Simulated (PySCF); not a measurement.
Species: HPS.
Geometry (PBE0-D3(BJ)/def2-TZVP, Å), atoms numbered from 1 in this order:
```xyz
3
HPS angstrom
P     -0.240    0.677    0.002
S      1.393   -0.335   -0.020
H     -1.238   -0.365   -0.023
```

The closed-shell ground state was solved at several levels (PySCF, density fitting, gas phase, non-relativistic). Isolated species at its PBE0-D3(BJ)/def2-TZVP geometry, gas phase.

```csv
level,basis functions,total energy (Eh),HOMO (eV),LUMO (eV),gap (eV),dipole (D)
PBE0/aug-cc-pVTZ,123,-739.8877,-6.88,-3.67,3.21,1.35
PBE0/pcSseg-2,100,-739.8903,-6.88,-3.69,3.19,1.55
CAM-B3LYP/aug-cc-pVTZ,123,-740.1720,-8.17,-2.54,5.63,1.43
```

Task: What might wB97X-D/aug-cc-pVTZ (123 basis functions) give for the same quantities?

Result: Total energy -740.1470 Eh, HOMO -8.71 eV, LUMO -1.92 eV, gap 6.79 eV, dipole 1.42 D.

Task: Over all these levels, which gives the widest orbital gap and which the narrowest?

Result: wB97X-D/aug-cc-pVTZ (range-separated hybrid) has the widest, 6.79 eV, and PBE0/pcSseg-2 (global hybrid, 25 % exact exchange) the narrowest, 3.19 eV. Functional and basis both differ between the two, so the spread mixes both effects.

Task: How far do the dipole and the HOMO energy spread over the levels?

Result: The dipole runs from 1.35 to 1.55 D (mean 1.44 D) and the HOMO from -8.71 to -6.88 eV.

The pairwise dispersion term of wB97X-D wasn't added to the energies; at a given geometry it leaves orbitals and properties as they are.
